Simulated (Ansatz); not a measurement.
This geometry of AlClH$_{2}$ (4 atoms, charge 0, multiplicity 1) is a first-order saddle point.

All numbers below come from RKS r2SCANh-D4/cc-pVDZ (Ansatz).

```xyz
4
Properties=species:S:1:pos:R:3
Al 0.251 0.000 -0.658
Cl 1.281 0.000 1.779
H 1.735 0.000 0.285
H -1.319 0.000 -0.281
```

**Question.** Which two structures does it join? (They come from a converged band through this point; their orientation in space is the band's.)

**Answer.** Bonds broken: Al1–Cl2, Al1–H3. Bonds formed: Cl2–H3. AlClH2 becomes AlH + ClH.

Image 0:

```xyz
4
Properties=species:S:1:pos:R:3
Al 0.457 0.000 0.108
Cl 0.822 0.000 2.207
H 1.721 0.000 -0.838
H -1.053 0.000 -0.352
```

Image 10:

```xyz
4
Properties=species:S:1:pos:R:3
Al 0.040 0.000 -0.938
Cl 1.715 0.000 1.968
H 1.762 0.000 0.640
H -1.570 0.000 -0.546
```

**Question.** How far does it lie above each of them?

**Answer.** 2.95 eV above the first and 0.11 eV above the second. This is the barrier of this one path; another mechanism may lie lower. The orbitals stay closed-shell, which can raise the energy where a bond breaks towards radicals; this wasn't checked here.

Run time: 62 s on 1 thread of Intel(R) Xeon(R) 6975P-C (Granite Rapids), on a shared host, peak memory 0.13 GiB.
